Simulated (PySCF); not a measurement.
Compound: C5H9S (doublet state).
Geometry (GFN2-xTB, Å), atoms numbered from 1 in this order:
```
atom  x, y, z in Å
C1     2.6472    0.1293   -0.5298
C2     1.5151    0.5151    0.0303
C3     0.1748    0.4026   -0.6143
C4    -0.7126   -0.6233    0.1423
C5    -2.0511   -0.7700   -0.4643
S6    -3.2813    0.4110   -0.2204
H7     3.5944    0.2130   -0.0245
H8     2.6745   -0.2803   -1.5264
H9     1.5153    0.9206    1.0346
H10   -0.3308    1.3719   -0.5981
H11    0.2791    0.0856   -1.6530
H12   -0.8038   -0.2990    1.1839
H13   -0.2051   -1.5910    0.1257
H14   -2.1666   -1.3080   -1.3887
H15   -2.8536    0.8306    0.9752
```

The hyperfine couplings belong to this conformer and change with its torsions.

Identity: `C=CCC[CH]S` [radical].

Computed with UKS B3LYP, pcH-1 on C H S, non-relativistic, mean-field spin-orbit, GIAO in PySCF. Geometry: GFN2-xTB, one conformer, isolated molecule. A GFN2-xTB geometry isn't a minimum of the functional, and hyperfine couplings can be far from their values at a DFT geometry. No stability test was run, so a lower SCF solution isn't excluded.

The largest Mulliken spin populations are on C5 (+0.86), S6 (+0.16) and C4 (-0.06). The angles at C5 add up to 354.2°, so it is nearly planar; its axial dipolar tensor and the negative coupling of its proton fit spin in a p orbital normal to that plane.

Task: How do the β-proton couplings of this frozen conformer go with θ, the angle between the C–H bond and the normal to the plane of the spin centre's three neighbours, both seen down the bond from centre to carbon?

Result: 
```csv
β H,on,centre,θ (°),cos²θ,a (G)
H12,C4,C5,58,0.28,+8.74
H13,C4,C5,61,0.24,+8.77
```

Couplings in gauss use g_iso = 2.0043.
